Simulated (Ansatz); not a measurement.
# Pulling the pair apart

The pair of H$_{2}$O (SMILES O, atoms 1–3) and SiH$_{3}$Cl (SMILES [SiH3]Cl, atoms 4–8), both closed shells, in one local arrangement (a lower one may exist), relaxed at PBE0-D4/def2-TZVP:

```
8
angstrom
O -0.0470 -0.0265 -1.9566
H -0.8972 -0.3671 -1.6632
H -0.2370 0.8436 -2.3149
Si 0.3742 -0.0579 1.1876
Cl -1.6183 -0.5409 0.9026
H 0.6113 1.3083 0.6766
H 1.2152 -1.0670 0.5148
H 0.5987 -0.0925 2.6529
```

SiH$_{3}$Cl is shifted rigidly along the line between the mean atom positions of the two fragments (negative: closer). Counterpoise interaction energies in kcal/mol. Program: Ansatz 0.2.0. Basis: def2-TZVPPD. Cores are frozen in the correlated methods. B3LYP uses VWN-RPA correlation.

```csv
shift (Å),MP2,PBE0-D4,B3LYP-D4
-0.32,-0.96,-1.92,-1.33
-0.16,-2.01,-2.73,-2.39
0.00,-2.45,-3.01,-2.81
0.16,-2.53,-2.97,-2.85
0.38,-2.34,-2.68,-2.57
0.79,-1.70,-1.93,-1.78
1.59,-0.80,-0.87,-0.74
3.17,-0.22,-0.19,-0.15
```

At the largest shift the D4 term itself is slightly repulsive (B3LYP-D4 +0.2 meV): a quirk of that model, not of the functional.

Q: What does CCSD(T) give at these shifts? (Judge from chemistry; the value comes from the calculation.)

A: The calculation gives: -0.83, -1.94, -2.41, -2.51, -2.34, -1.71, -0.79, -0.21 kcal/mol. For zero shift, CCSD(T) at an estimated basis limit (MP2 extrapolated from triple and quadruple zeta, plus CCSD(T) − MP2 in triple zeta) gives -2.93 kcal/mol. These are counterpoise interaction energies, counted from the two frozen fragments.

No T1 diagnostic of these runs exceeds 0.010.

For scale, one of the runs: CCSD(T)/def2-TZVPPD, 224 basis functions, launched by `ansatz run in.yaml --threads 4 --pin off --events-out ev --progress --plain --max-ram 9574MiB`. Hardware: 4 CPU threads of an Arm Neoverse V1, shared host. Wall time 60 s; peak host memory 3.4 GiB.
